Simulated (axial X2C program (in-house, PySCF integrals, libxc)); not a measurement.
# A two-component session on SH: EOM-IP-CCSD levels

Aim: EOM-IP-CCSD levels of SH, with spin–orbit coupling in the Hamiltonian from the start.

The runs use an in-house X2C program for linear molecules on PySCF integrals; two-component X2C with atomic mean-field terms, S dyall-av3z, H dyall-av3z.

All values are calculated.

### Step 1. Input

task.json

```json
{"zs": [16, 1], "q": 0, "bas": ["dyall-av3z", "dyall-av3z"], "r0": 1.35, "eom": "ip", "rq": -1, "thr": -2.0, "nmax": 95, "grid": [1, 0.96, 1.045, 0.92, 1.09, 1.15]}
```

Keys: zs atomic numbers; q charge; bas basis sets; r0 starting distance in Å; eom kind of EOM run; thr threshold in hartree for freezing inner shells (an s shell follows its p shell); nmax most natural virtual spinors; grid distances as factors.

Started as:

```sh
python soeom.py task.json out
```

Nuclei are Gaussian, cores are contracted, and the Gaunt term is on.

### Step 2. EOM-IP-CCSD at 1.349 Å

Reference: the closed shell SH⁻; 8 electrons correlated, 94 virtual spinors; roots sought by Ω: 1/2: 4, 3/2: 3, 5/2: 1.

Output:

```text
two-component X2C + atomic mean field  HF
basis functions 88  fitting functions 444  grid points 4352
iter        total energy     max residual
   1       -399.160346761     1.11e-01
   2       -399.171776825     4.78e-03
   3       -399.172047102     2.41e-03
   4       -399.172081409     9.15e-04
   5       -399.172084762     1.06e-04
   6       -399.172084998     5.97e-05
   7       -399.172085019     9.67e-06
   8       -399.172085019     1.43e-06
converged
one-electron -569.25564453  Coulomb 189.50841748  exact exchange -25.64078047  xc functional 0.00000000  nuclear repulsion 6.27637908  atomic mean-field constant -0.06045657
correlated 8  virtual 146  natural virtual 94  E(MP2) -0.201835774  MP2 remainder -0.002204711
iter   CCSD correlation   residual
   1     -0.212680539   8.40e-02
   2     -0.217841305   2.66e-02
   3     -0.218248660   6.85e-03
   4     -0.218244457   1.98e-03
   5     -0.218252669   4.43e-04
   6     -0.218250363   1.38e-04
   7     -0.218251133   3.81e-05
   8     -0.218251225   8.65e-06
   9     -0.218251175   2.18e-06
  10     -0.218251182   6.84e-07
(T) -0.010255240  T1 0.0125  D1 0.0149  max T2 0.061
EOM-IP-CCSD roots
2*Omega      energy/Eh   energy/eV  one-particle weight
    1       0.08589466      2.3373      0.935
    1       0.23115498      6.2900      0.924
    1       0.44181169     12.0223      0.000
    1       0.47510387     12.9282      0.459
    3       0.08416387      2.2902      0.936
    3       0.44188282     12.0242      0.000
    3       0.49994724     13.6043      0.000
    5       0.50001442     13.6061      0.000
```

T1 in the output is the amplitude norm over the root of the electron number; divide by √2 for the Lee–Taylor value.

```
  Ω  vertical IE (eV)  above lowest (cm⁻¹)                        spinor  weight
3/2             2.290                    0   81% S pπ, 13% H pπ, 7% H dπ    0.94
1/2             2.337                  380   81% S pπ, 12% H pπ, 7% H dπ    0.94
1/2             6.290                32260  57% S pσ, 23% H sσ, 11% S sσ    0.92
```

Run time: 4.2 s. Hardware: 1 thread of Arm Neoverse N1, shared host; peak memory 0.47 GiB.

### Step 3. EOM-IP-CCSD at 1.295 Å

```
  Ω  vertical IE (eV)  above lowest (cm⁻¹)                        spinor  weight
3/2             2.289                    0   79% S pπ, 14% H pπ, 7% H dπ    0.94
1/2             2.336                  380   79% S pπ, 14% H pπ, 7% H dπ    0.94
1/2             6.371                32930  57% S pσ, 22% H sσ, 12% S sσ    0.92
```

Wall time 4.7 s (1 thread of Arm Neoverse N1, shared host); peak memory 0.47 GiB.

### Step 4. EOM-IP-CCSD at 1.410 Å

```
  Ω  vertical IE (eV)  above lowest (cm⁻¹)                        spinor  weight
3/2             2.294                    0   82% S pπ, 11% H pπ, 6% H dπ    0.94
1/2             2.341                  380   82% S pπ, 11% H pπ, 6% H dπ    0.93
1/2             6.191                31430  57% S pσ, 26% H sσ, 10% S sσ    0.93
```

Wall time 4.4 s (1 thread of Arm Neoverse N1, shared host); peak memory 0.47 GiB.

### Step 5. EOM-IP-CCSD at 1.241 Å

```
  Ω  vertical IE (eV)  above lowest (cm⁻¹)                        spinor  weight
3/2             2.289                    0   78% S pπ, 15% H pπ, 7% H dπ    0.94
1/2             2.336                  380   78% S pπ, 15% H pπ, 7% H dπ    0.94
1/2             6.445                33520  57% S pσ, 20% H sσ, 13% S sσ    0.92
```

Run time: 4.5 s. Hardware: 1 thread of Arm Neoverse N1, shared host; peak memory 0.47 GiB.

### Step 6. EOM-IP-CCSD at 1.470 Å

```
  Ω  vertical IE (eV)  above lowest (cm⁻¹)                       spinor  weight
3/2             2.301                    0           84% S pπ, 10% H pπ    0.93
1/2             2.349                  380           84% S pπ, 10% H pπ    0.93
1/2             6.087                30530  56% S pσ, 28% H sσ, 9% S sσ    0.93
```

Wall time 4.3 s (1 thread of Arm Neoverse N1, shared host); peak memory 0.48 GiB.

### Step 7. EOM-IP-CCSD at 1.551 Å

```
  Ω  vertical IE (eV)  above lowest (cm⁻¹)                       spinor  weight
3/2             2.316                    0            86% S pπ, 9% H pπ    0.93
1/2             2.363                  380            86% S pπ, 9% H pπ    0.93
1/2             5.939                29230  55% S pσ, 31% H sσ, 7% S sσ    0.93
```

Wall time 4.4 s (1 thread of Arm Neoverse N1, shared host); peak memory 0.48 GiB.

### Step 8. Curves of the states

Energies in eV from the lowest point of the lowest state; states are followed by energy order within each Ω.

```
R (Å)  (1)Ω=3/2  (1)Ω=1/2  (2)Ω=1/2
1.241    0.1725    0.2196    4.3287
1.295    0.0365    0.0836    4.1190
1.349    0.0000    0.0471    3.9998
1.410    0.0483    0.0954    3.9454
1.470    0.1658    0.2130    3.9510
1.551    0.3963    0.4434    4.0198
```

Constants where the minimum is well bracketed (masses 31.972 and 1.008 u):

```
   state  Te (cm⁻¹)  Re (Å)  ωe (cm⁻¹)
(1)Ω=3/2          0   1.346       2704
(1)Ω=1/2        380   1.346       2704
```

### Step 9. Summary of results

```
                     quantity                           value
       lowest root at 1.349 Å               Ω = 3/2, 2.290 eV
next root led by one particle  Ω = 1/2, about 380 cm⁻¹ higher
          T1 of the reference                           0.009
      lowest state, Re and ωe              1.346 Å, 2704 cm⁻¹
```

In words: Removing an electron from the reference determinant of SH⁻ costs 2.29 eV and empties a spinor of 81% S pπ, 13% H pπ, 7% H dπ. Errors of 0.1 to 0.3 eV are usual at this size, and roots led by higher excitations are left out, so the list is incomplete, and low states of that kind can be missing.
